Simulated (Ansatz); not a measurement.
# α-N2

Level of theory: PBE0-D4 (Ansatz, a first-principles code, PAW).

Cell: relaxed with PBE-D4: a = b = c = 5.7083 Å, α = β = γ = 90.00°.

```
Item              Result
--------------  --------
lattice energy  9 kJ/mol
```

The computed numbers hold no vibrational or temperature effects.

It cost around 29 core-seconds (rough) of CPU time.
